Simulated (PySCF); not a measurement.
## Static response to an electric field

Compound: CH4AlF.
Atom-mapped SMILES: `[CH3:1][AlH:2][F:3]` (hydrogens: H4, H5, H6 on C1; H7 on Al2)

Cartesian coordinates in Å at the PBE0-D3(BJ)/def2-SVP level; atoms count from 1:
```xyz
7
CH4AlF angstrom
C     -0.8706   -0.1544    0.1905
Al     0.9838    0.2577   -0.2067
F      1.9896   -1.0050   -0.6402
H     -1.4588    0.7417    0.4433
H     -1.3520   -0.6416   -0.6745
H     -0.9512   -0.8620    1.0327
H      1.6674    1.6851   -0.1732
```

Level: CAM-B3LYP/def2-SVPD (PySCF), static field, nuclei fixed, core orbitals frozen in the response. The polarisability tensor in these axes (au):

```
x   43.41  2.90 -1.82
y    2.90 38.33 -0.12
z   -1.82 -0.12 34.68
```

**Question.** Give the principal values, the mean and the anisotropy Δα = √{½[(α1 − α2)² + (α2 − α3)² + (α1 − α3)²]}.

**Answer.** Principal values 34.26, 37.15 and 45.01 au; mean 38.81 au = 5.75 Å³ = 6.40 × 10⁻⁴⁰ C²·m²/J; Δα = 9.64 au (25 % of the mean).

**Question.** What is the dipole moment, and where does it point?

**Answer.** (-1.66, 0.97, 0.56) D, 2.01 D in size, pointing from the negative to the positive side. Measured along this direction, the outermost atoms are F3 at the negative end and H4 at the positive end.

**Question.** What would n − 1 = 2πNα be for an ideal gas of these molecules at 500 K and 1 atm, electronic part alone?

**Answer.** N = p/kT = 1.4678 × 10¹⁹ cm⁻³, so n − 1 = 2π × N × 5.75 × 10⁻²⁴ cm³ = 530 × 10⁻⁶ at long wavelengths, for an ideal gas.

**Question.** In TDDFT the mean static polarisability is Σ f/ω² over all singlet excitations (ω in hartree). How much of it do the 10 lowest give? Their energies (eV) and oscillator strengths: 5.96, 0.0028; 7.37, 0.1271; 8.00, 0.0624; 8.26, 0.1073; 8.76, 0.2906; 9.01, 0.0000; 9.27, 0.0623; 9.39, 0.0568; 9.51, 0.0152; 9.51, 0.0154.

**Answer.** They add up to 7.74 au, 19.9 % of the 38.81 au; the largest single term is 2.80 au, from the state at 8.76 eV. Terms in order: 0.06, 1.73, 0.72, 1.16, 2.80, 0.00, 0.54, 0.48, 0.12, 0.13 au. Higher excitations give the rest. The strengths listed sum to 0.740.

**Question.** Find the Langevin capture rate constant for H3+ (3.023 u) meeting this molecule (62.011 u), k = 2.342 × 10⁻⁹ cm³/s × √(α in Å³ / reduced mass in u).

**Answer.** The reduced mass is 2.88 u, so k = 3.31 × 10⁻⁹ cm³/s. The formula leaves out the permanent dipole, which adds to the capture rate.

**Question.** Give the principal axes and the span of the nuclei along them.

**Answer.** Largest value along (0.90, 0.40, -0.16), where the nuclei span 3.57 Å; middle along (-0.36, 0.91, 0.22), 3.06 Å; least along (0.24, -0.14, 0.96), 1.77 Å. The response follows the extents in order.

**Question.** In a dilute gas of rigid molecules at 273 K, how does the orientational term μ²/3kT compare with the electronic polarisability?

**Answer.** In Gaussian units μ²/3kT = 35.60 Å³ against 5.75 Å³, a ratio of 6.19; the Debye molar polarisation (4π/3)N_A(α + μ²/3kT) is 104.3 cm³/mol, leaving out the vibrational part.

Geometry: PBE0-D3(BJ)/def2-SVP; no solvent, vibrations or thermal averaging.
